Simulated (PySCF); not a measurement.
**PC: basis, grid and Hamiltonian**

Which parts of the numerical set-up matter for PC? Each run edits the base script.

Method: each script names its method and basis; program: PySCF 2.14.0.

1 further run of the same task is left out (it didn't finish).

**1. The starting structure**

PC: 2 atoms, charge 0, spin multiplicity 2.

Bond lengths: P1–C2 1.437 Å.

**2. The run that the others are compared with**

The input, input.py:

```python
from pyscf import gto, dft

mol = gto.M(
    atom='P 0 0 0; C 0 0 1.437',
    basis='lanl2dz',
    ecp={'P': 'lanl2dz'},
    charge=0,
    spin=1,
    verbose=4,
)
mf = dft.UKS(mol, xc='lda,vwn')
mf.kernel()
g = mf.nuc_grad_method()
g.grid_response = True
g.kernel()
mf.dip_moment()
print('orbital energies (hartree):', [e[max(0, n-3):n+3].round(4) for e, n in zip(mf.mo_energy, mol.nelec)])
```

The run is started by

```
python input.py
```

Its log is not repeated here.

Base result: E(SCF) = -44.008704 Eh, 13 cycles, ⟨S²⟩ = 0.766, μ = 0.98 D, gradient on the second atom -0.2449 Eh/bohr.

The bond length is a typed value, not an optimised one.

**3. Cartesian functions on**

Run 1 changes Cartesian functions: off → on.

The input, input.py:

```python
from pyscf import gto, dft

mol = gto.M(
    atom='P 0 0 0; C 0 0 1.437',
    basis='lanl2dz',
    ecp={'P': 'lanl2dz'},
    charge=0,
    spin=1,
    cart=True,
    verbose=4,
)
mf = dft.UKS(mol, xc='lda,vwn')
mf.kernel()
g = mf.nuc_grad_method()
g.grid_response = True
g.kernel()
mf.dip_moment()
print('orbital energies (hartree):', [e[max(0, n-3):n+3].round(4) for e, n in zip(mf.mo_energy, mol.nelec)])
```

The run is started by

```
python input.py
```

**4. 6-31g(3d) (core potential off)**

Run 2 changes basis set: lanl2dz → 6-31g(3d); core potential: on → off. The core potential changes with it: totals don't compare.

Edit input.py of step 2 so:

```diff
@@ -4,4 +4,3 @@
     atom='P 0 0 0; C 0 0 1.437',
-    basis='lanl2dz',
-    ecp={'P': 'lanl2dz'},
+    basis='6-31g(3d)',
     charge=0,
```

**5. X2c-svpall (core potential off, X2C on)**

Run 3 changes basis set: lanl2dz → x2c-svpall; core potential: on → off; spin-free X2C: off → on. The core potential changes with it: totals don't compare.

Edit input.py of step 2 so:

```diff
@@ -4,4 +4,3 @@
     atom='P 0 0 0; C 0 0 1.437',
-    basis='lanl2dz',
-    ecp={'P': 'lanl2dz'},
+    basis='x2c-svpall',
     charge=0,
@@ -11,2 +10,3 @@
 mf = dft.UKS(mol, xc='lda,vwn')
+mf = mf.sfx2c1e()
 mf.kernel()
```

What does the calculation give? Wanted: for each run, E(SCF); from base; gap, α spin; SCF dipole.

**Answer**, as computed:

```tsv
run	E(SCF) (hartree)	from base (eV)	cycles	gap, α spin (eV)	SCF dipole (D)	functions
base	-44.008704	0	13	5.53	0.98	17
Cartesian functions on	-44.008704	0.0000	13	5.53	0.98	17
6-31g(3d) (core potential off) (poor choice)	-377.641332	not comparable	10	5.36	0.96	52
x2c-svpall (core potential off, X2C on)	-378.335489	not comparable	10	5.54	0.92	32
```

**Reading.** The SCF energy stays the same, to the digits that matter, with Cartesian functions on. The basis has no d shells, so the Cartesian switch can't act. Rows marked «poor choice» come from settings spoiled on purpose.
